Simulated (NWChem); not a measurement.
Everything below was run with NWChem. System: hydrazine (H$_{4}$N$_{2}$), charge 0, spin multiplicity 1, at a geometry optimised with PBE0/def2-SVP. Level: PBE/def2-SVP.

Output (cleaned and shortened):

```
             Northwest Computational Chemistry Package (NWChem) 7.3.0
             --------------------------------------------------------

                                NWChem Input Module
                                -------------------

 Scaling coordinates for geometry "geometry" by  1.889725989
 (inverse scale =  0.529177249)

 Turning off AUTOSYM since
 SYMMETRY directive was detected!

                             Geometry "geometry" -> ""
                             -------------------------

 Output coordinates in angstroms (scale by  1.889725989 to convert to a.u.)

  No.       Tag          Charge          X              Y              Z
 ---- ---------------- ---------- -------------- -------------- --------------
    1 N                    7.0000     0.17452400    -0.67940800     0.07384700
    2 N                    7.0000    -0.17452400     0.67940800     0.07384700
    3 H                    1.0000    -0.64584000    -1.23055900     0.31375100
    4 H                    1.0000     0.51220800    -1.01203500    -0.83068000
    5 H                    1.0000     0.64584000     1.23055900     0.31375100
    6 H                    1.0000    -0.51220800     1.01203500    -0.83068000

 Effective nuclear repulsion energy (a.u.)      41.8840001464

            Nuclear Dipole moment (a.u.)
            ----------------------------
        X                 Y               Z
 ---------------- ---------------- ----------------
     0.0000000000     0.0000000000     0.0000000000

      Symmetry information
      --------------------

 Group name             C2
 Group number              4
 Group order               2
 No. of unique centers     3

      Symmetry unique atoms

     1    3    4


 Summary of "ao basis" -> "" (spherical)
 ------------------------------------------------------------------------------
       Tag                 Description            Shells   Functions and Types
 ---------------- ------------------------------  ------  ---------------------
 *                          def2-svp                  on all atoms

  pbe96 is a nonlocal functional; adding pw91lda local functional.

                                 NWChem DFT Module
                                 -----------------

 Summary of "ao basis" -> "ao basis" (spherical)
 ------------------------------------------------------------------------------
       Tag                 Description            Shells   Functions and Types
 ---------------- ------------------------------  ------  ---------------------
 N                          def2-svp                 6       14   3s2p1d
 H                          def2-svp                 3        5   2s1p

 Summary of "ao basis" -> "ao basis" (spherical)
 ------------------------------------------------------------------------------
       Tag                 Description            Shells   Functions and Types
 ---------------- ------------------------------  ------  ---------------------
 N                          def2-svp                 6       14   3s2p1d
 H                          def2-svp                 3        5   2s1p

      Symmetry analysis of basis
      --------------------------

        a          24
        b          24

            General Information
            -------------------
          SCF calculation type: DFT
          Wavefunction type:  closed shell.
          No. of atoms     :     6
          No. of electrons :    18
           Alpha electrons :     9
            Beta electrons :     9
          Charge           :     0
          Spin multiplicity:     1
          Use of symmetry is: on ; symmetry adaption is: on
          Maximum number of iterations: 100
          AO basis - number of functions:    48
                     number of shells:    24
          Convergence on energy requested:  1.00D-06
          Convergence on density requested:  1.00D-05
          Convergence on gradient requested:  5.00D-04

              XC Information
              --------------
          PerdewBurkeErnzerhof Exchange Functional  1.000
            Perdew 1991 LDA Correlation Functional  1.000 local
           PerdewBurkeErnz. Correlation Functional  1.000 non-local

             Grid Information
[...]
 1-e energy   =    -231.769186
 2-e energy   =      78.415315
 HOMO         =      -0.307951
 LUMO         =       0.099155

      Symmetry analysis of molecular orbitals - initial
      -------------------------------------------------

  Numbering of irreducible representations:

     1 a           2 b

  Orbital symmetries:

     1 a           2 b           3 a           4 b           5 a
     6 b           7 a           8 b           9 a          10 a
    11 b          12 a          13 b          14 b          15 a
    16 b          17 a          18 b          19 a

------------------------------------------------------------
EAF file 0: "./mol.aoints.0" size=524288 bytes
------------------------------------------------------------
               write      read    awrite     aread      wait
               -----      ----    ------     -----      ----
     calls:        1         0         0         0         0
   data(b): 5.24e+05  0.00e+00  0.00e+00  0.00e+00
   time(s): 0.00e+00  0.00e+00  0.00e+00  0.00e+00  0.00e+00
rate(mb/s): 0.00e+00  0.00e+00
------------------------------------------------------------

   convergence    iter        energy       DeltaE   RMS-Dens  Diis-err    time
 ---------------- ----- ----------------- --------- --------- ---------  ------
 d= 0,ls=0.0,diis     1   -111.6129930145 -1.53D+02  1.26D-02  2.55D-01     0.2
 d= 0,ls=0.0,diis     2   -111.6298588868 -1.69D-02  6.14D-03  8.89D-02     0.3
 d= 0,ls=0.0,diis     3   -111.6360828796 -6.22D-03  2.50D-03  3.50D-02     0.4
 d= 0,ls=0.0,diis     4   -111.6398421881 -3.76D-03  5.44D-04  8.54D-04     0.4
 d= 0,ls=0.0,diis     5   -111.6399348791 -9.27D-05  4.21D-05  5.68D-06     0.5
 d= 0,ls=0.0,diis     6   -111.6399355647 -6.86D-07  6.36D-06  1.05D-07     0.6

         Total DFT energy =     -111.639935564653
      One electron energy =     -233.971019257191
           Coulomb energy =       95.629507362339
    Exchange-Corr. energy =      -15.182423816227
 Nuclear repulsion energy =       41.884000146426

 Numeric. integr. density =       18.000000891442

     Total iterative time =      0.5s

                  Occupations of the irreducible representations
                  ----------------------------------------------

                     irrep           alpha         beta
                     --------     --------     --------
                     a                 5.0          5.0
                     b                 4.0          4.0

                       DFT Final Molecular Orbital Analysis
                       ------------------------------------

 Vector    7  Occ=2.000000D+00  E=-3.990609D-01  Symmetry=a
              MO Center= -1.1D-16,  3.9D-16,  1.5D-01, r^2= 1.6D+00
   Bfn.  Coefficient  Atom+Function         Bfn.  Coefficient  Atom+Function
  ----- ------------  ---------------      ----- ------------  ---------------
     5      0.328005  1 N  py                19     -0.328005  2 N  py
    29      0.276174  3 H  s                 39      0.276174  5 H  s
     6     -0.161728  1 N  pz                20     -0.161728  2 N  pz
     8     -0.144121  1 N  py                22      0.144121  2 N  py
     4      0.105212  1 N  px                18     -0.105212  2 N  px

 Vector    8  Occ=2.000000D+00  E=-1.858780D-01  Symmetry=b
              MO Center=  2.8D-13, -5.7D-13,  1.3D-01, r^2= 1.5D+00
   Bfn.  Coefficient  Atom+Function         Bfn.  Coefficient  Atom+Function
  ----- ------------  ---------------      ----- ------------  ---------------
     6      0.335275  1 N  pz                20     -0.335275  2 N  pz
     9     -0.238909  1 N  pz                23      0.238909  2 N  pz
     4      0.203271  1 N  px                 7     -0.204264  1 N  px
    18      0.203271  2 N  px                21     -0.204264  2 N  px
    34      0.190128  4 H  s                 44     -0.190128  6 H  s

 Vector    9  Occ=2.000000D+00  E=-1.853906D-01  Symmetry=a
              MO Center= -2.8D-13,  5.7D-13,  1.7D-01, r^2= 1.5D+00
   Bfn.  Coefficient  Atom+Function         Bfn.  Coefficient  Atom+Function
  ----- ------------  ---------------      ----- ------------  ---------------
     4      0.346170  1 N  px                18     -0.346170  2 N  px
     7     -0.252651  1 N  px                21      0.252651  2 N  px
     6      0.212080  1 N  pz                20      0.212080  2 N  pz
     9     -0.199756  1 N  pz                23     -0.199756  2 N  pz
     3     -0.170035  1 N  s                 17     -0.170035  2 N  s

 Vector   10  Occ=0.000000D+00  E= 3.468645D-02  Symmetry=a
              MO Center= -1.0D-16,  5.2D-17, -7.6D-01, r^2= 4.2D+00
   Bfn.  Coefficient  Atom+Function         Bfn.  Coefficient  Atom+Function
  ----- ------------  ---------------      ----- ------------  ---------------
     3      0.881002  1 N  s                 17      0.881002  2 N  s
    35     -0.830244  4 H  s                 45     -0.830244  6 H  s
    30     -0.480420  3 H  s                 40     -0.480420  5 H  s
     8     -0.228288  1 N  py                22      0.228288  2 N  py
     9     -0.213264  1 N  pz                23     -0.213264  2 N  pz

 Vector   11  Occ=0.000000D+00  E= 6.425355D-02  Symmetry=b
              MO Center= -2.9D-15,  3.7D-16, -1.8D-01, r^2= 5.0D+00
   Bfn.  Coefficient  Atom+Function         Bfn.  Coefficient  Atom+Function
  ----- ------------  ---------------      ----- ------------  ---------------
     3      1.196246  1 N  s                 17     -1.196246  2 N  s
    30     -0.829631  3 H  s                 40      0.829631  5 H  s
    35     -0.682132  4 H  s                 45      0.682132  6 H  s
     7     -0.233871  1 N  px                21     -0.233871  2 N  px
     2      0.199054  1 N  s                 16     -0.199054  2 N  s

 Vector   12  Occ=0.000000D+00  E= 1.094042D-01  Symmetry=a
              MO Center=  2.3D-15, -1.1D-15,  1.3D-02, r^2= 4.8D+00
   Bfn.  Coefficient  Atom+Function         Bfn.  Coefficient  Atom+Function
  ----- ------------  ---------------      ----- ------------  ---------------
    30      1.086937  3 H  s                 40      1.086937  5 H  s
    35     -0.717086  4 H  s                 45     -0.717086  6 H  s
     7      0.442156  1 N  px                21     -0.442156  2 N  px
     9     -0.306196  1 N  pz                23     -0.306196  2 N  pz
     3     -0.213708  1 N  s                  4     -0.214051  1 N  px

 center of mass
 --------------
 x =   0.00000000 y =   0.00000000 z =   0.06053160

 moments of inertia (a.u.)
 ------------------
          70.540455694146           9.869362106066           0.000000000000
           9.869362106066          14.040455588333           0.000000000000
           0.000000000000           0.000000000000          72.374058689271

     Multipole analysis of the density
     ---------------------------------

     L   x y z        total         alpha         beta         nuclear
     -   - - -        -----         -----         ----         -------
     0   0 0 0     -0.000000     -9.000000     -9.000000     18.000000

     1   1 0 0      0.000000      0.000000      0.000000      0.000000
     1   0 1 0      0.000000      0.000000      0.000000      0.000000
     1   0 0 1     -0.771354     -0.385677     -0.385677      0.000000

     2   2 0 0     -9.886636     -8.131124     -8.131124      6.375612
     2   1 1 0      1.669819      2.811991      2.811991     -3.954162
     2   1 0 1      0.000000      0.000000      0.000000      0.000000
     2   0 2 0     -8.408837    -24.808234    -24.808234     41.207632
     2   0 1 1     -0.000000     -0.000000     -0.000000      0.000000
     2   0 0 2     -9.504625     -7.704307     -7.704307      5.903988

 Task  times  cpu:        0.5s     wall:        0.5s

 Total times  cpu:        0.6s     wall:        0.6s
```

Question: Write an NWChem input that would produce this output.

Answer: Several could match; the one computed here: 
```
start mol
memory heap 200 mb stack 900 mb global 1100 mb
geometry units angstroms nocenter noautoz
  N      0.174524    -0.679408     0.073847
  N     -0.174524     0.679408     0.073847
  H     -0.645840    -1.230559     0.313751
  H      0.512208    -1.012035    -0.830680
  H      0.645840     1.230559     0.313751
  H     -0.512208     1.012035    -0.830680
  symmetry group C2
end
basis spherical
  * library def2-svp
end
dft
  xc xpbe96 cpbe96
  semidirect memsize 60000000 filesize 0
  iterations 100
end
task dft energy
```
